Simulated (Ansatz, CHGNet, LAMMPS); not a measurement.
## hcp Y, equilibrium volume per atom

Reference value: 32.95 Å³/atom (measured, copied from a table, unchecked, extrapolated to 0 K and zero-point effects removed; as tabulated in Lejaeghere et al. (2013), arXiv:1204.2733).

```csv
level (code),value (Å³/atom)
Lennard-Jones uff-vdw (LAMMPS),24.30
CHGNet-r²SCAN (CHGNet),___
LDA (Ansatz),29.93
PBE (Ansatz),___
rVV10 (Ansatz),32.67
r²SCAN-D4 (Ansatz),33.29
r²SCAN+rVV10 (Ansatz),33.11
```

Problem. Some entries are withheld; supply them.

Solution. 
- CHGNet-r²SCAN (CHGNet), value (Å³/atom): 33.70
- PBE (Ansatz, an electronic-structure program), value (Å³/atom): 32.88

Errors against the reference: Lennard-Jones uff-vdw -26 %, CHGNet-r²SCAN +2.3 %, LDA -9.2 %, PBE -0.2 %, rVV10 -0.8 %, r²SCAN-D4 +1.0 %, r²SCAN+rVV10 +0.5 %.

Leaving aside Lennard-Jones uff-vdw, which can be fitted to such values or carry a doubt: Nearest, and too close to rank with a margin of 1.0 % (twice that across the reference) picked here for doubts on the reference and the settings: PBE (-0.2 %), r²SCAN+rVV10 (+0.5 %), rVV10 (-0.8 %), r²SCAN-D4 (+1.0 %). LDA (-9.2 %) lies farthest from it. Within 4 %: CHGNet-r²SCAN, PBE, rVV10, r²SCAN-D4, r²SCAN+rVV10.

Lennard-Jones uff-vdw: the cell moved over 20 % in volume from its start. Lennard-Jones uff-vdw: this is a force field's van der Waals term alone, without bonds or charges. Cutoffs and k meshes differ between the levels. Ansatz's density-functional and Hartree–Fock values are scalar-relativistic unless marked +SOC, with PAW data made under PBE.

Machine-learned potentials (CHGNet-r²SCAN) are trained on DFT data, which may include these solids.

Differences are worked out from the printed values.
